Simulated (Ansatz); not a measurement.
`[SiH2][SiH3]` radical. The species carries charge 0 and has multiplicity 2.

Z-matrix (Å, degrees):
```
Si
Si 1 2.324
H 1 1.487 2 109.0
H 1 1.490 2 112.7 3 -120.5
H 1 1.487 2 109.0 3 118.9
H 2 1.488 1 114.5 3 56.5
H 2 1.488 1 114.5 3 -175.2
```

Give the diagnostics of a CCSD(T)/def2-TZVPP run (frozen core, the Gaussian-basis code of Ansatz). (Estimate.)

The calculation gave: T1 = 0.0151, largest single amplitude 0.022, largest double 0.030, (T) share of the correlation energy 3.1 %, 11 CCSD cycles. ⟨S²⟩ of the UHF reference is 0.760 against 0.75 for a pure state. T1 lies under the customary mark of 0.045 for open shells.
